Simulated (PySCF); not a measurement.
Benzonitrile radical anion, C7H5N (charge -1 and doublet state).
Geometry (PBE0-D3(BJ)/def2-SVP, Å), atoms numbered from 1 in this order:
```
atom  x, y, z in Å
N1     3.6362    0.6381    0.0354
C2     2.4733    0.4363    0.0232
C3     1.0968    0.1948    0.0090
C4     0.1296    1.2678    0.0983
C5    -1.2223    1.0131    0.0824
C6    -1.7373   -0.3064   -0.0218
C7    -0.7990   -1.3691   -0.1097
C8     0.5582   -1.1446   -0.0960
H9     0.4935    2.2963    0.1806
H10   -1.9181    1.8580    0.1534
H11   -2.8130   -0.4967   -0.0337
H12   -1.1613   -2.4012   -0.1912
H13    1.2546   -1.9855   -0.1654
```

The species is benzonitrile radical anion, `c1(ccccc1)C#N` [SMILES of the parent framework; charge -1 and doublet state].

Computed, not measured: UKS B3LYP, IGLO-III on C N, pcH-1 on H, non-relativistic, mean-field spin-orbit, GIAO in PySCF 2.14.0. Whether the extra electron is bound in the gas phase wasn't checked; a finite basis holds it in any case. No stability test was run, so a lower SCF solution isn't excluded. No frequencies were computed at this geometry's level, so the symmetric structure isn't shown to be a minimum.

The largest Mulliken spin populations are on C6 (+0.42), C3 (+0.26), N1 (+0.22) and C4 (+0.15).

Problem. McConnell's relation a(H) = Q·ρ ties the coupling of a proton on a planar π carbon to the spin population of that carbon. What Q do the computed values give?

Solution. 
```
  H   C    ρ(C)  a(H) (G)  a/ρ (G)
 H9  C4  +0.148     -3.80    -25.7
H11  C6  +0.417     -9.63    -23.1
H13  C8  +0.147     -3.79    -25.7
```

A least-squares line through the origin gives Q = -23.6 G with Mulliken populations.

Couplings in gauss use g_iso = 2.0026.
